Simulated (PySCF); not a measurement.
**LiC⁻: energy against distance**

Set-up: basis Li aug-cc-pVDZ-DK, C aug-cc-pVDZ-DK; spin-free X2C with a Gaussian nucleus; PySCF 2.14. Energies in eV from Li + C⁻ in their ground configurations at the same level. State: triplet, unpaired electrons π ↑↑.

Curves on a restricted Hartree–Fock reference rise too fast on stretching and do not dissociate correctly.

```json
{"R (Å)": "1.823", "ROHF-CCSD": "-1.744"}
{"R (Å)": "1.904", "ROHF-CCSD": "-1.809"}
{"R (Å)": "1.965", "ROHF-CCSD": "-1.824"}
{"R (Å)": "2.026", "ROHF-CCSD": "-1.819"}
{"R (Å)": "2.087", "ROHF-CCSD": "-1.798"}
{"R (Å)": "2.168", "ROHF-CCSD": "-1.755"}
{"R (Å)": "2.269", "ROHF-CCSD": "-1.686"}
{"R (Å)": "2.391", "ROHF-CCSD": "-1.589"}
```

Put a parabola through the three lowest points of the ROHF-CCSD curve and estimate Re, k and ωe (reduced mass 4.427 u; 1 eV/Å² = 0.16022 mdyn/Å; ωe = 1302.8·√(k/μ) cm⁻¹).

Through R = 1.904, 1.965, 2.026 Å the second-order coefficient is 2.69 eV/Å², so Re ≈ 1.980 Å, k ≈ 0.861 mdyn/Å and ωe ≈ 575 cm⁻¹. A polynomial fit of higher order to the unrounded ROHF-CCSD energies gives Re = 1.977 Å, k = 0.837 mdyn/Å, ωe = 567 cm⁻¹; anharmonicity and rounding make the difference.

The higher-order fit for each curve: ROHF-CCSD: Re = 1.977 Å, ωe = 567 cm⁻¹, De = 1.82 eV.

Correlated steps freeze 1 core orbital. Correlated levels converge slowly with the basis: in double zeta they bind strong bonds too weakly, by up to about 1 eV, and carry superposition errors of some tenths. For an ion De counts to the pair picked by the measured ionisation energies or electron affinities, which need not be the lowest pair at this level. The CCSD T1 diagnostic is raised, a sign that a single reference may not be enough here. The state was picked by a PBE0 search and need not be the measured ground state.
